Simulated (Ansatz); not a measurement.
**r2SCAN/cc-pVTZ run of SiS (SMILES [Si-]#[S+])**

Aim: the energy change on altering one bond length of SiS at r2SCAN/cc-pVTZ, from 2 runs. 

The results are computed with Ansatz 0.2.0.

43 further runs of the same task are left out: 43 set aside as unsound or not needed.

### 1 The structure to begin with

The species is SiS (2 atoms), meant as a singlet with charge 0. As SMILES, `[Si-]#[S+]`. The bond length is the measured one.

Bond lengths: Si1–S2 1.929 Å.

### 2 A single-point energy at r2SCAN/cc-pVTZ

Contents of in.yaml:

```yaml
basis:
  gaussian:
    orbitals: cc-pVTZ
crystal:
  periodic: [false, false, false]
  atoms:
    - {symbol: Si, position_ang: [0.000000, 0.000000, 0.000000]}
    - {symbol: S, position_ang: [0.000000, 0.000000, 1.929321]}
hamiltonian:
  xc: r2scan
accuracy: high
output: {orbitals: {seedname: orbitals}}
```

The run is started by

```console
$ ansatz run in.yaml --threads 1 --pin off --max-ram 3480MiB --events-out events.jsonl --progress --plain --runs-dir runs
```

What it wrote:

```text
Warning: RAYON_NUM_THREADS=1 ignored (pool sized by the plan → 1); use --threads N
Functional definition: r2SCAN
  name "r2SCAN"
  parameter k0 = 0.174
  parameter k1 = 0.065
  parameter a1 = 4.9479
  exchange = r2scan_x(k0 = k0, k1 = k1, a1 = a1)
  correlation = r2scan_c
939 factors; integrals over basis functions are off by at most 3.3e-9 eV
mean field evaluation 1: about -18710.6928 eV, gradient 2.3e1 eV
mean field evaluation 2: about -18695.0404 eV, gradient 6.9e1 eV
mean field evaluation 4: about -18712.2876 eV, gradient 3.7e0 eV
mean field evaluation 8: about -18712.3250 eV, gradient 2.3e-2 eV
mean field evaluation 16: about -18712.3250 eV, gradient 4.0e-6 eV
mean field -18712.32498099 eV, -687.6652593821 hartree, gradient 2.9e-8 eV, S^2 0.000000; 0 other end points of the search recorded, 0 dependent functions left out
reference -18712.32498142 eV, -687.6652593977 hartree; 15, 15 occupied and 53, 53 virtual orbitals, 939 factors
Total energy: -18712.32498142 eV, -687.6652593977 hartree
```

It took 5.1 s on 1 thread of Arm Neoverse V1, shared host; peak memory 0.14 GiB.

### 3 The distorted shape at the same level

Contents of in.yaml:

```yaml
basis:
  gaussian:
    orbitals: cc-pVTZ
crystal:
  periodic: [false, false, false]
  atoms:
    - {symbol: Si, position_ang: [0.000000, 0.000000, -1.543479]}
    - {symbol: S, position_ang: [0.000000, 0.000000, 1.929321]}
hamiltonian:
  xc: {name: r2SCAN}
magnetization:
  spin_polarized: false
  initial_magnetization: 0
accuracy: high
output: {orbitals: {seedname: orbitals}}
```

The run is started by

```console
$ ansatz run in.yaml --threads 1 --pin off --max-ram 3480MiB --events-out events.jsonl --progress --plain --runs-dir runs
```

What it wrote, shortened:

```text
Warning: RAYON_NUM_THREADS=1 ignored (pool sized by the plan → 1); use --threads N
Functional definition: r2SCAN
  name "r2SCAN"
[...]
861 factors; integrals over basis functions are off by at most 2.9e-9 eV
[...]
mean field -18706.08895143 eV, -687.4360895225 hartree, gradient 1.4e-8 eV, S^2 0.000000; 5 other end points of the search recorded, 0 dependent functions left out
reference -18706.08895190 eV, -687.4360895399 hartree; 15, 15 occupied and 53, 53 virtual orbitals, 861 factors
Total energy: -18706.08895190 eV, -687.4360895399 hartree
```

Run time: 20 s. Hardware: 1 thread of Arm Neoverse V1, shared host; peak memory 0.15 GiB.

### 4 Results

Level: r2SCAN/cc-pVTZ.

| quantity | value |
| --- | --- |
| first shape: total energy | -687.66526 Eh |
| first shape: HOMO energy | -7.16 eV |
| first shape: LUMO energy | -3.01 eV |
| first shape: HOMO–LUMO gap | 4.15 eV |
| distorted shape: total energy | -687.43609 Eh |
| distorted shape: HOMO energy | -5.66 eV |
| distorted shape: LUMO energy | -5.17 eV |
| distorted shape: HOMO–LUMO gap | 0.49 eV |
| energy change with the Si1–S2 bond stretched from 1.929 to 3.473 Å | 6.236 eV |

One bond (distorted shape) is far stretched, which a spin-restricted single reference describes badly; a broken-symmetry solution may lie lower. With the Si1–S2 bond stretched from 1.929 to 3.473 Å the energy rises by 6.24 eV (144 kcal/mol). The first shape isn't relaxed at this level, so the change isn't measured from a minimum. A restricted reference can't describe the breaking bond well at this length.
